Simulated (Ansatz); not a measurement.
The same path of AlFH2 + H2 (6 atoms, charge 0, multiplicity 1) was run 3 times with different band settings. Lost on the way: H5–H6. Made: Al1–H5, F2–H6.

Level of theory: Ansatz, RKS PBE0-D4/def2-SVP.

Relaxed end points:

```xyz
6
Properties=species:S:1:pos:R:3
Al 0.004 0.127 0.122
F -0.003 0.627 1.721
H 1.408 0.043 -0.601
H -1.399 -0.031 -0.589
H 0.068 -2.088 0.628
H 0.059 -1.760 1.320
```

```xyz
6
Properties=species:S:1:pos:R:3
Al 0.018 -0.391 -0.179
F 0.015 -0.089 1.862
H 1.395 0.215 -0.680
H -1.394 0.140 -0.667
H 0.060 -1.909 0.442
H 0.042 -1.049 1.824
```

Common settings: climbing image yes; optimiser quadratic models (default); start path through a guess of the saddle point; force threshold 0.03 eV/Å; iteration limit 60; end points relaxed.

| run | movable images | spring |
| --- | --- | --- |
| 1 | 5 | 5.0 eV/Å² |
| 2 | 2 | 5.0 eV/Å² |
| 3 | 5 | 50.0 eV/Å² |

Problem. What does each run give, and how far can it be trusted?

Solution. Run 1: converged after 6 iterations, highest image 1.200 eV above the first end. A vibrational analysis at the climbing image gives one clearly imaginary mode, 351i cm⁻¹: a first-order saddle point.
Run 2: converged after 10 iterations, highest image 1.200 eV above the first end. Another band between the same ends (5 images) ends at a top of the same energy, where a vibrational analysis finds 1 clearly imaginary mode. So few images can step over the top or miss a turn of the path.
Run 3: converged after 6 iterations, highest image 1.200 eV above the first end. Another band between the same ends (5 images) ends at a top of the same energy, where a vibrational analysis finds 1 clearly imaginary mode.
The orbitals stay closed-shell, which can raise the energy where a bond breaks towards radicals; this wasn't checked here.
